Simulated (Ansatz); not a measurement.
Relaxation of H₈Si₃ (11 atoms, charge 0, multiplicity 1), to a largest force component of 0.02 eV/Å in at most 40 steps.

Method: RKS PBE0-D4/STO-3G (Ansatz 0.2.0).

```xyz
11
Properties=species:S:1:pos:R:3
Si 0.000 0.000 0.000
H 0.000 0.000 1.460
H 1.377 0.000 -0.486
Si -1.046 1.812 -0.739
H -2.430 1.478 -1.061
H -1.022 2.844 0.293
H -0.374 2.307 -1.937
Si -1.046 -1.812 -0.739
H -1.703 -2.485 0.377
H -2.045 -1.427 -1.731
H -0.078 -2.717 -1.351
```

Q: Where does it end, and by what steps?

A: The forces met the threshold. The force dipped under the threshold on the way, but the program's further checks kept it going. Limits of this set-up: minimal basis. After 22 steps the energy has fallen by 0.137 eV; H10 moved furthest, 1.20 Å.

```
step  energy less start (eV)  largest force component (eV/Å)  accepted
   0                  0.0000                           0.535       yes
   1                 -0.0469                           0.335       yes
   2                 -0.0894                           0.116       yes
   3                 -0.0981                           0.016       yes
   4                 -0.0995                           0.315       yes
   5                 -0.1044                           0.099       yes
   6                 -0.1106                           0.012       yes
   7                 -0.1127                           0.034       yes
   8                 -0.1093                           0.273        no
   9                 -0.1120                           0.163        no
  10                 -0.1152                           0.023       yes
  11                 -0.1189                           0.076       yes
  12                 -0.1181                           0.239        no
  13                 -0.1204                           0.124       yes
  14                 -0.1244                           0.064       yes
  15                 -0.1265                           0.166       yes
  16                 -0.1282                           0.141       yes
  17                 -0.1321                           0.007       yes
  18                 -0.1340                           0.111       yes
  19                 -0.1353                           0.096       yes
  20                 -0.1362                           0.040       yes
  21                 -0.1363                           0.067       yes
  22                 -0.1368                           0.018       yes
```

```xyz
11
Properties=species:S:1:pos:R:3
Si -0.004 0.004 -0.060
H 0.113 -0.092 1.377
H 1.343 0.111 -0.570
Si -1.142 1.864 -0.579
H -2.497 1.802 -0.083
H -0.519 3.038 -0.013
H -1.211 2.050 -2.009
Si -0.945 -1.869 -0.855
H -2.272 -2.051 -0.316
H -1.063 -1.821 -2.293
H -0.168 -3.037 -0.515
```

Whether the end is a true minimum wasn't checked by a vibrational analysis.

The run took 44 s on 1 thread of Intel(R) Xeon(R) Platinum 8488C (Sapphire Rapids) (shared host), peak memory 0.12 GiB.
